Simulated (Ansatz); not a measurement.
A single point on C2H5NS, SMILES `N=CCS`.

```yaml
crystal:
  periodic: [false, false, false]
  atoms:
    - {symbol: N, position_ang: [0.375673, -1.215708, -1.360673]}
    - {symbol: C, position_ang: [0.300987, -0.144962, -0.696418]}
    - {symbol: C, position_ang: [0.090005, -0.172690, 0.780032]}
    - {symbol: S, position_ang: [-1.455675, 0.655019, 1.254127]}
    - {symbol: H, position_ang: [0.510144, -1.023234, -2.352424]}
    - {symbol: H, position_ang: [0.369153, 0.855559, -1.144705]}
    - {symbol: H, position_ang: [0.000460, -1.207759, 1.110733]}
    - {symbol: H, position_ang: [0.923181, 0.292503, 1.310904]}
    - {symbol: H, position_ang: [-1.025327, 1.914974, 1.081427]}
basis:
  gaussian: {orbitals: def2-QZVPP}
correlation: {method: mp2}
```

```sh
$ ansatz run in.yaml --threads 2 --pin off --events-out ev --progress --plain --max-ram 4352MiB
```

Output, abridged:

```
Functional definition: HF
2337 factors; integrals over basis functions are off by at most 9.3e-4 eV
mean field evaluation 1: about -14437.3328 eV, gradient 3.5e1 eV
mean field evaluation 2: about -14437.4697 eV, gradient 3.5e1 eV
mean field evaluation 4: about -14440.6292 eV, gradient 4.3e0 eV
mean field evaluation 8: about -14440.7062 eV, gradient 4.1e-1 eV
mean field evaluation 16: about -14440.7078 eV, gradient 2.3e-6 eV
mean field -14440.70776300 eV, -530.6862220270 hartree, gradient 2.3e-6 eV, S^2 0.000000; 0 other end points of the search recorded, 0 dependent functions left out
8 core orbitals not correlated: weight in the atoms' cores, before any rotation towards them, 1.000 or more for the frozen orbitals, at most 0.000 for the correlated occupied ones
reference -14440.70776300 eV, -530.6862220270 hartree; 12, 12 occupied and 371, 371 virtual orbitals, 2337 factors
second order -20.76230137 eV of doubles, -0.00000000 eV of singles
Total energy: -14461.47006437 eV, -531.4492225290 hartree
```

Run time 28 s (2 threads of an Arm Neoverse V1 on a shared host); peak host memory 1.8 GiB.
